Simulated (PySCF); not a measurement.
# The bond of AlB, level by level

An exercise on one series of results from a longer session: the logs are not shown, and one member is left open.

The runs use PySCF 2.14.0; Al x2c-SVPall, B x2c-SVPall, spin-free X2C with a Gaussian nucleus.

Set-up of the first run:

The job is set up so:

```yaml
atoms: Al, B
charge: 0
basis: Al x2c-SVPall, B x2c-SVPall
Hamiltonian: spin-free X2C with a Gaussian nucleus
basis_functions: 32
electrons_treated: 18
masses_in_u: 26.9815, 11.0093
levels: PBE0, PBE, r²SCAN, TPSSh, LDA, MN15, CAM-B3LYP, HF, MP2, SCS-MP2, CCSD, CCSD(T)
grid: 80 radial by 434 angular points
occupations: held fixed by the projection of orbital angular momentum
dissociation_limit: Al + B, each in its ground configuration
starting_distance_in_angstrom: 2.010
values_of_2S_to_try: 0, 2
```

The run is started by

```bash
$ OMP_NUM_THREADS=1 python dia.py task.json out
```

Among the steps run: Input; PBE0 along the bond; Excited determinants; PBE; r²SCAN; TPSSh (hybrid meta-GGA); LDA; MN15 (hybrid meta-GGA); CAM-B3LYP; ROHF (mean field); Adding correlation.

One of the session's tables, all rows but one given; the rest of the session is left out.

Energy (eV) from each level's lowest point:

| R (Å) | ROHF | ROHF-MP2 | ROHF-SCS-MP2 | ROHF-CCSD | ROHF-CCSD(T) |
| --- | --- | --- | --- | --- | --- |
| 1.746 | 0.880 | 0.763 | 0.763 | n/a | n/a |
| 1.827 | 0.446 | 0.355 | 0.357 | 0.364 | 0.356 |
| 1.908 | 0.183 | 0.122 | 0.123 | 0.127 | 0.122 |
| 1.969 | 0.070 | 0.033 | 0.034 | 0.035 | 0.033 |
| 2.030 | 0.013 | 0.000 | 0.000 | 0.000 | 0.000 |
| 2.091 | 0.000 | 0.011 | 0.010 | 0.009 | 0.011 |
| 2.172 | ? | ? | ? | ? | ? |
| 2.274 | 0.134 | 0.212 | 0.208 | 0.205 | 0.213 |
| 2.395 | 0.306 | 0.423 | 0.418 | 0.413 | 0.421 |
| 2.558 | 0.580 | 0.737 | 0.735 | n/a | n/a |

**Question.** Estimate the row for R (Å) = 2.172.

Worked estimate for «ROHF». A straight line through the neighbours (2.091, 0.000) and (2.274, 0.134) gives 0.000 + (0.134 − 0.000) × (2.172 − 2.091) / (2.274 − 2.091) = 0.059; a parabola fitted to 4 rows on both sides gives 0.039.

The run gave: ROHF: 0.034; ROHF-MP2: 0.075; ROHF-SCS-MP2: 0.073; ROHF-CCSD: 0.071; ROHF-CCSD(T): 0.076. In «ROHF» the line misses by +0.025 and the parabola by +0.005.

To keep in mind: Lowest PBE0 solution found, without spin–orbit coupling: ³Σ⁻ (triplet), unpaired electrons π ↑↑. Warnings in the runs' records: inverted.
